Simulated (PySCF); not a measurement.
A geometry optimisation on `O=C(Cl)C1CC1`.

Computed with PBE0-D3(BJ)/def2-SVP geometry optimisation, gas phase (PySCF 2.14.0). Start geometry: GFN2-xTB. A driver script takes a list of jobs; this job's settings line and coordinates (Å) are shown.

Command:
```bash
OMP_NUM_THREADS=1 python probes_run.py task.json out
```

Input:
```
{"job": {"xc": "PBE0", "basis": "def2-SVP", "d3": "d3bj", "grid": 1, "kind": "geom"}, "charge": 0, "multiplicity": 1}
O      1.962103    -1.644635     0.797232
C      1.315028    -0.859593     0.184790
Cl     1.984072    -0.183746    -1.319880
C     -0.013093    -0.352799     0.517274
C     -0.408764     1.074397     0.204666
C     -1.023658    -0.033390    -0.563133
H     -0.382180    -0.787073     1.438854
H      0.325631     1.691940    -0.288091
H     -0.994712     1.587414     0.951202
H     -2.047227    -0.310392    -0.363798
H     -0.711776    -0.179453    -1.585081
```

Output:
```
step   0  E = -690.12007092  max force = 0.010568
step   1  E = -690.12124262  max force = 0.001713
step   2  E = -690.12126236  max force = 0.001199
step   3  E = -690.12126113  max force = 0.000758
step   4  E = -690.12126777  max force = 0.000228
optimisation converged
```

Energies in Eh; «max force» is the largest Cartesian gradient component in Eh/bohr.

Give the first gradient maximum in eV/Å.

With 1 Eh/bohr = 51.422 eV/Å, 0.543 eV/Å.

How much energy does the optimisation release, in kJ/mol?

E(step 0) − E(last step) = 0.001197 Eh, which is 3.1 kJ/mol.

Summary of the converged run: final energy -690.12127 Eh after 4 steps; dipole 3.21 D.

Give the final coordinates.

0.019 Å rms from the input after alignment:
```
atom  x, y, z in Å
O1     2.2400   -0.4765    0.1631
C2     1.5993    0.2798   -0.4829
Cl3    2.2790    0.9487   -2.0202
C4     0.2440    0.7705   -0.1696
C5    -0.1809    2.1853   -0.4946
C6    -0.7692    1.0576   -1.2547
H7    -0.1178    0.3310    0.7632
H8     0.5551    2.8117   -1.0032
H9    -0.7813    2.6903    0.2655
H10   -1.7953    0.7477   -1.0441
H11   -0.4378    0.9107   -2.2850
```

Estimate the wall time. Hardware: an Arm Neoverse V1 with one thread, shared host. And the peak memory of the process?

About 22 s, with 0.47 GiB resident at the peak, the Python interpreter and its libraries included.
Labels such as C1 count atoms from 1, the log's own numbers from 0.
